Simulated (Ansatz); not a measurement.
H2Al(BH4) (AlBH6). The state is a triplet with charge 0. Geometry PBE0-D4/def2-TZVP, that of the neutral singlet; atoms count from 1.

Cartesian coordinates in Å:
```
Al 0.354 0.687 -0.835
H -0.970 0.373 0.272
B -0.320 -0.620 0.753
H 0.808 -0.692 0.150
H 1.155 1.973 -0.405
H -0.010 0.245 -2.302
H -0.931 -1.607 0.472
H -0.086 -0.359 1.895
```

At PBE0-D4/def2-TZVP a singlet of charge 0 lies 5.67 eV below the triplet at the same geometry.

(1) Estimate the Mulliken populations from the PBE0/def2-TZVP orbitals of Ansatz.

(2) Where does the spin sit?

(3) And the Mayer bond orders between bonded heavy atoms (over 0.3)?

Answers

(1) 
| atom | charge (e) | spin (α − β) |
| --- | --- | --- |
| Al1 | -0.21 | 1.10 |
| H2 | 0.11 | -0.02 |
| B3 | -0.32 | 0.17 |
| H4 | 0.11 | -0.02 |
| H5 | 0.10 | 0.35 |
| H6 | 0.10 | 0.34 |
| H7 | 0.05 | 0.04 |
| H8 | 0.05 | 0.04 |
Mulliken values and Mayer orders depend strongly on the basis.

(2) Summed by element: Al 1.10, H 0.73, B 0.17, of 2 unpaired in all. Largest on single atoms: Al1 1.10, H5 0.35, H6 0.34.

(3) Al1–B3 0.56 (2.16 Å).
